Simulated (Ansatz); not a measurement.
# SiO2: one species, many methods

Aim: compute SiO2 with functionals from several rungs and with coupled cluster. The yardstick is the atomisation energy at the CCSD(T) limit.

Program: Ansatz 0.2.0, Gaussian basis. Level of theory: functionals in def2-TZVPP, the program's frozen cores in correlated methods. These are calculated values, not measurements.

The runs, in order: LDA (SPW92), PBE-D4, revPBE-D4, BLYP-D4, r2SCAN-D4, B97M-V, PBE0-D4, B3LYP-D4, r2SCANh-D4, r2SCAN0-D4, HSE06-D4, BHLYP-D4, CAM-B3LYP-D4, LC-ωPBE, ωB97X-V, ωB97M-V, B2PLYP, PBE-QIDH; CCSD(T)/def2-SVP; CCSD(T)/def2-TZVPP; CCSD(T)/def2-QZVPP; extrapolation to the limit; RPA on PBE.

**1. The geometry**

All runs share one geometry, relaxed beforehand with PBE0-D4 in a triple-zeta def2 set.

SMILES `O=[Si]=O`, 3 atoms, charge 0, spin multiplicity 1.

Atoms are counted from 1 here; the program's logs count them from 0.

Bond lengths: O1–Si2 1.506 Å, Si2–O3 1.506 Å. Angles: O1–Si2–O3 180.0°.

**2. LDA**

This LDA is Slater exchange with PW92 correlation.

File in.yaml:

```yaml
crystal:
  periodic: [false, false, false]
  atoms:
    - {symbol: O, position_ang: [0.697730, 1.229600, 0.518761]}
    - {symbol: Si, position_ang: [-0.000009, 0.000000, -0.000001]}
    - {symbol: O, position_ang: [-0.697731, -1.229610, -0.518760]}
basis:
  gaussian: {orbitals: def2-TZVPP}
hamiltonian: {xc: lda}
output: {orbitals: {seedname: orbitals}}
```

The run is started by

```bash
ansatz run in.yaml --threads 2 --pin off --events-out ev --progress --plain --max-ram 32768MiB --backend cpu
```

The runs that follow: PBE-D4 (GGA); revPBE-D4 (GGA); BLYP-D4 (GGA); r2SCAN-D4 (meta-GGA); B97M-V (meta-GGA); B3LYP-D4 (hybrid); r2SCANh-D4 (hybrid); r2SCAN0-D4 (hybrid); HSE06-D4 (hybrid); BHLYP-D4 (hybrid); CAM-B3LYP-D4 (range-separated); LC-ωPBE (range-separated); ωB97X-V (range-separated); ωB97M-V (range-separated); B2PLYP (double hybrid); PBE-QIDH (double hybrid); CCSD(T) in def2-SVP; CCSD(T) in def2-TZVPP; CCSD(T) in def2-QZVPP; RPA on PBE orbitals.

Q: Predict the results of all the runs planned. Wanted: atomisation energy, CCSD(T)/CBS; farthest beyond LDA; mean size of error, GGA; mean size of error, meta-GGA; mean size of error, hybrid; mean size of error, range-separated; mean size of error, double hybrid; gap, smallest and largest; T1 diagnostic.

As calculated:

| quantity | value |
| --- | --- |
| atomisation energy, CCSD(T)/CBS | 1241.1 kJ/mol |
| functionals within 6.2 kJ/mol (0.5 %) | revPBE-D4, r2SCAN-D4, B97M-V |
| farthest beyond LDA | BHLYP-D4 (-151.5 kJ/mol) |
| mean size of error, GGA | 30.8 kJ/mol |
| mean size of error, meta-GGA | 2.7 kJ/mol |
| mean size of error, hybrid | 66.4 kJ/mol |
| mean size of error, range-separated | 23.2 kJ/mol |
| mean size of error, double hybrid | 31.1 kJ/mol |
| gap, smallest and largest | 3.91 eV (BLYP-D4), 11.69 eV (LC-ωPBE) |
| T1 diagnostic | 0.0238 |
| triples share of the correlation energy | 4.8 % |

What this shows: The LDA atomisation energy is off by 258.9 kJ/mol (21 %): it overbinds. PBE-D4 is off by +56.1 kJ/mol. Double hybrids carry the basis error of their MP2 part in triple zeta, and no dispersion term here, so their miss is partly the set-up's. Taken by rung, meta-GGA functionals do best (2.7 kJ/mol on average) and hybrid ones worst beyond LDA (66.4 kJ/mol). The mean of the hybrids holds BHLYP, with half exact exchange. RPA and LDA stand outside this count. Misses under about 6.2 kJ/mol are within the doubt on the reference itself, which lacks core-valence correlation, relativity and higher excitations. Hartree-Fock recovers 52 % of the binding; the rest is correlation. CCSD(T) in def2-SVP is off by -177.1 kJ/mol, so the small basis spoils what the method gains. The gap grows from 3.9 to 11.7 eV across the functionals, mostly with the share of exact exchange. The T1 diagnostic, 0.024, is a little above the customary 0.02.
